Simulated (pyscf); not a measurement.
Optimised with ωB97X-D3(BJ)/def2-SVP in PySCF.

Q: Estimate by transition-state theory the rate constant of methanol (H₃C–OH) + H₃C–O–B(OH)–O–CH₃ → H₃C–O–B(O–CH₃)–O–CH₃ + water (H₂O) (singlet surface; H–O, B–O broken, B–O, H–O formed) at 1200 K, with ωB97M-D3(BJ)/def2-TZVP energies (ideal gas, 1 atm, RRHO with modes under 100 cm⁻¹ raised to 100, one conformer, R ln 2 for chiral ones without a mode under 150 cm⁻¹; no tunnelling).

A: The electronic barrier is 23.9 kcal/mol and the thermal terms add +48.7, so ΔG‡ = 72.6 kcal/mol. With k_BT/h = 2.50e+13 s⁻¹ and RT = 2.385 kcal/mol, and a volume of 1.64e-19 cm³ per molecule at 1 atm, k = 2.4e-19 cm³ molecule⁻¹ s⁻¹. Wigner's tunnelling factor for 1211i cm⁻¹ would be 1.09. A shift of 1 kcal/mol in the barrier changes k by a factor 1.5. On the reactant side the descent ends in a complex, 4.4 kcal/mol under the separated species and 28.7 kcal/mol under the saddle at ωB97X-D3(BJ)/def2-TZVP. The reactants may also form a dative adduct at H₃C–O–B(OH)–O–CH₃; it and routes through it were not searched. The products may also form a dative adduct at H₃C–O–B(O–CH₃)–O–CH₃; it and routes through it were not searched. H₃C–O–B(OH)–O–CH₃ lies 15.6 kcal/mol over its isomer H₃C–CH₂–O–B(OH)–OH (electronic energy, ωB97M-D3(BJ)/def2-TZVP). H₃C–O–B(O–CH₃)–O–CH₃ lies 30.1 kcal/mol over its isomer H₃C–CH(CH₃)–O–B(OH)–OH (electronic energy, ωB97M-D3(BJ)/def2-TZVP). This is the saddle that the search found; another between the same sides may lie lower.
